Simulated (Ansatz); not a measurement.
# NaH₂− (triplet): from Hartree-Fock to the top rungs, aug-cc-pVTZ

An exercise on one series of results from a longer session: the logs are not shown, and one member is left open.

Program: Ansatz 0.2.0, Gaussian basis. Level of theory: aug-cc-pVTZ, core rule «outside noble gas», up to 5 orbitals frozen. These are calculated values, not measurements.

To be run: UHF; CCSD(T) on ROHF; CCSD(T) on UHF; BCCD(T) on ROHF; CCSDT(Q) on ROHF; CCSDT(Q) on UHF; Full CI.

18 further runs of the same task are left out: 6 for a known fault of the program, 5 that didn't finish, 7 set aside as unsound or not needed. Runs told in other sessions of the task aren't counted.

## What is computed

The geometry is a PBE0/def2-TZVPD stationary point (not a proven minimum) of the parent state, kept for this charge and spin.

3 atoms, charge -1, spin multiplicity 3.

Atoms are counted from 1 here; the program's logs count them from 0.

Bond lengths: Na1–H2 2.066 Å, Na1–H3 2.066 Å. Angles: H2–Na1–H3 180.0°.

The first run:

The input, in.yaml:

```yaml
crystal:
  periodic: [false, false, false]
  atoms:
    - {symbol: Na, position_ang: [0.000000, 0.000000, 0.000000]}
    - {symbol: H, position_ang: [0.000000, 0.000000, -2.065760]}
    - {symbol: H, position_ang: [0.000000, 0.000000, 2.065760]}
basis:
  gaussian: {orbitals: aug-cc-pVTZ}
total_charge: -1
magnetization: {spin_polarized: true, initial_magnetization: 2}
hamiltonian: {xc: hf}
output: {orbitals: {seedname: orbitals}}
```

The run is started by

```sh
ansatz run in.yaml --threads 1 --pin off --events-out ev --progress --plain --max-ram 2393MiB
```

Among the steps run: UHF; CCSD(T) on ROHF; CCSD(T) on UHF; BCCD(T) on ROHF; CCSDT(Q) on ROHF; CCSDT(Q) on UHF; Full CI.

One of the session's tables, all rows but one given; the rest of the session is left out.

| method | from FCI (kJ/mol) |
| --- | --- |
| RMP2 | +53.4 |
| UMP2 | +63.0 |
| RCCSD | +10.2 |
| UCCSD | +8.4 |
| RCCSD(T) | +3.8 |
| UCCSD(T) | +4.2 |
| BCCD(T) | +4.2 |
| RCCSDT | ? |
| UCCSDT | 0.0 |
| RCCSDT(Q) | 0.0 |
| UCCSDT(Q) | 0.0 |
| FCI | 0 |

Q: Estimate the row for RCCSDT from the others.

As computed: from FCI (kJ/mol): -0.1. In the column «from FCI (kJ/mol)» it is the lowest.

Left out of the table: ROHF, UHF (another determinant or state than the rows shown).

Caveats from the session: The report flags that the cluster equations may have other roots. The program flags RCCSD(T), UCCSD(T), BCCD(T), RCCSDT(Q), UCCSDT(Q) as in doubt, so those rows may rest on another solution. Levels on UHF freeze UHF's core orbitals, full CI those of ROHF, so the U rows can settle a little off it for that reason alone. Restricted and unrestricted rows rest on different reference determinants; a gap between their highest levels can come from leftover correlation error, from unlike frozen cores or from another state.
